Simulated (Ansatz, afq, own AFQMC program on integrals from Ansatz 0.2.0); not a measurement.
Where AFQMC and coupled cluster stand for BNH3, quartet

```xyz
5

B    -1.2877    0.0000    0.0000
H    -1.8844    1.0336    0.0000
H    -1.8844   -1.0336    0.0000
H    -0.0027    0.0000    0.0000
N     1.2653    0.0000    0.0000
```

Connectivity, by distances: BH2 ··· N, 1 bridging H.

Basis cc-pVTZ. Noble-gas cores (and the filled d shells of Ga–Kr and In–Xe) are frozen. Ansatz 0.2.0 and our own AFQMC program on the same integrals; the CISD trial comes from CCSD amplitudes, and released means the phaseless constraint is let go. Uncertainties: one standard error, sampling alone.

Determinant: UHF, the one that the program's search chose, which needn't be the lowest solution. The geometry is a point of a scan.

No full CI on the walks' own integrals is used here; CCSDT(Q) serves as the reference and is uncertain by about the last step of the cluster series.

Cautions: lower spins were not checked; the ph-AFQMC/CISD walk drifts between its halves (2.0 errors).

The T1 diagnostic is 0.0149, the weight of the determinant in the CISD state is 0.897 and the ⟨S²⟩ of the determinant is 3.776. The size of the correlated space is 11 electrons in 100 orbitals.

Reference: CCSDT(Q), correlation energy -7.496 eV. The released energy is read at 2.40 1/Eh (meV from the phaseless value at times in 1/Eh: -5 ± 4 at 0.24, -6 ± 6 at 0.51, -5 ± 4 at 0.99, -6 ± 5 at 1.62, -16 ± 9 at 2.40).

```json
{"level": "HF", "E − E(reference) (kJ/mol)": "723.3", "share of correlation (%)": "0.00"}
{"level": "MP2", "E − E(reference) (kJ/mol)": "123.3", "share of correlation (%)": "82.95"}
{"level": "CCSD", "E − E(reference) (kJ/mol)": "22.4", "share of correlation (%)": "96.90"}
{"level": "CCSD(T)", "E − E(reference) (kJ/mol)": "3.4", "share of correlation (%)": "99.53"}
{"level": "CCSDT", "E − E(reference) (kJ/mol)": "0.6", "share of correlation (%)": "99.92"}
{"level": "ph-AFQMC/CISD", "E − E(reference) (kJ/mol)": "0.9 ± 0.5", "share of correlation (%)": "99.88"}
{"level": "released AFQMC", "E − E(reference) (kJ/mol)": "-0.7 ± 0.8", "share of correlation (%)": "100.10"}
```

A walk keeps the symmetry of its determinant, which the program's search chose and which needn't be the lowest solution, so a lower state of the same spin and another symmetry isn't excluded. Released energies are given only where the last usable release times agree within the noise; a slower fall can still hide under it.
